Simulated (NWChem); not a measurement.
Atomisation of benzene (C6H6)

```
C
H 1 1.0933
C 1 1.3988 2 120.00
H 3 1.0933 1 120.00 2 0.00
C 3 1.3988 4 120.00 1 180.00
H 5 1.0933 3 120.00 4 0.00
C 1 1.3989 2 120.00 3 180.00
H 7 1.0933 1 120.00 2 0.00
C 7 1.3988 8 120.00 1 180.00
H 9 1.0933 7 120.00 8 0.00
C 9 1.3988 10 120.00 7 180.00
H 11 1.0933 9 120.00 10 0.00
```
Charge 0, spin multiplicity 1.

Program: NWChem. Structure: optimised with B3LYP/def2-SVP, held to D2h symmetry and with no frequency check, so it may be a saddle point.

Basis set: def2-SVP. The atomisation energy is electronic alone: no zero-point, thermal, spin-orbit or counterpoise terms. No value is extrapolated to the basis-set limit. Free atoms are single determinants with multiplicities C 3, H 2.

B3LYP has NWChem's definition, with VWN1-RPA local correlation. No SCF solution was tested for a lower state. Open-shell Hartree-Fock references start from PBE0 orbitals.

For the atomisation energy, HF gives 1046.6 kcal/mol and LDA (SVWN5) gives 1591.4 kcal/mol. What do PBE0, BLYP, PBE give?

PBE0: 1403.3 kcal/mol; BLYP: 1370.9 kcal/mol; PBE: 1427.1 kcal/mol.
